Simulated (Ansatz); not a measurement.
Isomers of C$_{3}$H$_{4}$Cl$_{2}$, relaxed with PBE0-D4/def2-TZVP in Ansatz; electronic energies, one conformer each and not always the lowest. Functionals use def2-TZVPP; CBS adds triple-zeta CCSD(T) − MP2 to the MP2 limit of def2-TZVPP and def2-QZVPP.

(1) Order them by energy at frozen-core CCSD(T)/CBS, lowest first. (Estimate.)
A. `C/C(Cl)=C\Cl`
B. `Cl/C=C/CCl`
C. `ClC1(Cl)CC1`

(2) How do PBE0-D4, PBE-D4, HF/CBS(def2), r2SCAN-D4 place them (kJ/mol, against `C/C(Cl)=C\Cl`)? (Estimate.)

Results:

(1) A (0.0 kJ/mol), B (11.2 kJ/mol), C (52.8 kJ/mol).

(2) The calculation gave: 
```
       isomer  PBE0-D4  PBE-D4  HF/CBS(def2)  r2SCAN-D4
 `Cl/C=C/CCl`     14.2    15.5          -0.7       15.2
`ClC1(Cl)CC1`     43.4    51.3          57.7       51.1
```
